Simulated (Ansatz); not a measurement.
# C₃H₄F+: two torsions

How does the energy of C₃H₄F, SMILES [CH2+]C=CF, charge +1 change over two coordinates at once? A grid of runs gives the map.

Method: RKS r2SCAN-D4/def2-SVP; program: Ansatz 0.2.0.

### 1 The starting structure

SMILES `[CH2+]C=CF`, 8 atoms, charge 1, spin multiplicity 1.

Atoms are counted from 1 here; the program's logs count them from 0.

Bond lengths: C1–C2 1.378 Å, C1–H5 1.105 Å, C1–H6 1.104 Å, C2–C3 1.404 Å, C2–H7 1.104 Å, C3–F4 1.277 Å, C3–H8 1.111 Å. Angles: C2–C1–H5 121.9°, C2–C1–H6 120.8°, H5–C1–H6 117.3°, C1–C2–C3 118.0°, C1–C2–H7 122.8°, C3–C2–H7 119.2°, C2–C3–F4 120.8°, C2–C3–H8 124.6°, F4–C3–H8 114.6°.

Coordinates:

```xyz
8
charge 1, multiplicity 1
C    -0.7590    0.9534   -0.1788
C     0.3476    0.2833    0.2952
C     0.4827   -1.0768   -0.0260
F     1.4863   -1.7500    0.3856
H    -1.5265    0.4507   -0.7951
H    -0.9123    2.0234    0.0462
H     1.1226    0.7710    0.9113
H    -0.2415   -1.6551   -0.6383
```

This geometry comes from a loose relaxation at PBE in a small basis, which is not shown.

### 3 The grid

First coordinate, dihedral C1–C2–C3–F4: 18 values from −180 to 160 °, periodic. Second coordinate, dihedral H5–C1–C2–C3: 18 values from −180 to 160 °, periodic.

Nothing else is relaxed (all other coordinates rigid). Energies count from the relaxed molecule at the same level. Points are written as (first, second).

(The set-up runs are not shown.)

### 4 Grid point (−180°, 0°)

File input.yaml:

```yaml
crystal:
  periodic: [false, false, false]
  atoms:
    - { symbol: C, position_ang: [-0.754392, 0.948165, -0.177561] }
    - { symbol: C, position_ang: [0.347264, 0.282753, 0.295097] }
    - { symbol: C, position_ang: [0.478295, -1.07011, -0.026869] }
    - { symbol: F, position_ang: [1.476082, -1.738353, 0.381757] }
    - { symbol: H, position_ang: [-1.514988, 0.446786, -0.789161] }
    - { symbol: H, position_ang: [-0.909938, 2.010456, 0.043244] }
    - { symbol: H, position_ang: [1.118334, 0.764793, 0.907433] }
    - { symbol: H, position_ang: [-0.24031, -1.644307, -0.634526] }
total_charge: 1
basis:
  gaussian: { orbitals: def2-SVP }
hamiltonian:
  xc: r2scan
  dispersion: d4
output:
  forces: true
```

Command:

```console
$ ansatz run input.yaml --threads 1 --pin off --max-ram 2560MiB --backend cpu --events-out ev --progress --plain --runs-dir out
```

The session goes on with these runs: the other points that were computed.

Q: Predict the outcome of this session. Wanted: lowest point; highest computed point; largest force on an atom.

As calculated:

| quantity | value |
| --- | --- |
| lowest point | (−180°, 0°), 0 kJ/mol |
| highest computed point | (−100°, 80°), 430 kJ/mol above the lowest |
| largest force on an atom (eV/Å) | 0.00 at (−180°, 0°) to 3.50 at (−60°, −80°); 0.00 at the lowest point |
| time for the whole task | 10 min on 1 thread, shared host |

What this shows: The lowest computed point is at (−180°, 0°), which is the relaxed molecule at the same level itself; the map holds 2 wells of about this depth. A higher local minimum lies near (0°, 0°) (7 kJ/mol above the lowest at that grid point). The highest computed point, (100°, −80°), lies 430 kJ/mol above the lowest. On the interpolated surface the easiest way out of the lowest well to the well at (0°, 0°) passes a barrier of about 110 kJ/mol. Round the minimum the valley is somewhat tilted: raising dihedral C1–C2–C3–F4 shifts the best value of dihedral H5–C1–C2–C3 downwards (coupling k₁₂/√(k₁₁k₂₂) about 0.2). Between some neighbouring points the energy changes steeply, from close contacts of the rigid frames or a change of state; the map doesn't tell which.
